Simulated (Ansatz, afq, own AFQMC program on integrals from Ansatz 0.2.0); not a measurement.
## Where AFQMC and coupled cluster stand for AlCCl, triplet

```xyz
3

Al    0.0000    0.0000    1.8452
C     0.0000    0.0000   -0.0999
Cl    0.0000    0.0000   -1.7453
```

Connectivity, by distances: Al–C–Cl.

Basis cc-pVDZ. Only valence electrons are correlated. AFQMC by an in-house program on the Cholesky factors that Ansatz 0.2.0 writes for its CCSD(T) run. The CISD trial takes its coefficients from CCSD amplitudes. Released means that phaseless walkers are propagated on without the constraint, phases kept. Free projection: walkers drawn from exp(T), propagated without any constraint. Its projection time is finite, and what remains of the start isn't in its error. ± is one standard error of the sampling.

Determinant: ROHF, the one that the program's search chose, which needn't be the lowest solution. The geometry is a PBE0/def2-TZVP stationary point of this or a neighbouring charge and spin state.

No full CI on the walks' own integrals is used here; CCSDT(Q) serves as the reference and is uncertain by about the last step of the cluster series.

Cautions: lower spins were not checked.

```
T1 diagnostic                               : 0.0291
weight of the determinant in the CISD state : 0.830
size of the correlated space                : 14 electrons in 39 orbitals
```

```csv
level,correlation energy (eV)
MP2,-7.4470
CCSD,-8.4481
CCSD(T),-8.7121
```

(1) Estimate where phaseless AFQMC with a CISD trial lies against CCSD(T) on the same integrals.

(1) 3.3 ± 1.9 kJ/mol below CCSD(T). The gap is under twice the noise, so this walk alone can't tell the two apart.

Reference: CCSDT(Q), correlation energy -8.768 eV. The released energy is read at 2.40 1/Eh (meV from the phaseless value at times in 1/Eh: 2 ± 17 at 0.24, -17 ± 20 at 0.51, -27 ± 17 at 0.99, -24 ± 21 at 1.62, -19 ± 26 at 2.40).

```tsv
level	E − E(reference) (kJ/mol)	share of correlation (%)
CCSD(T)	5.4	99.36
CCSDT	1.9	99.78
ph-AFQMC/HF	-3.2 ± 5.7	100.38
ph-AFQMC/CISD	2.1 ± 1.9	99.75
released AFQMC	0.3 ± 2.5	99.97
free AFQMC	1.9 ± 2.3	99.78
```

Free projections are given only where their last times agree within the noise and don't stop above the reference; a slow remainder of the start can still hide under it. A walk keeps the symmetry of its determinant, which the program's search chose and which needn't be the lowest solution, so a lower state of the same spin and another symmetry isn't excluded. Released energies are given only where the last usable release times agree within the noise; a slower fall can still hide under it.
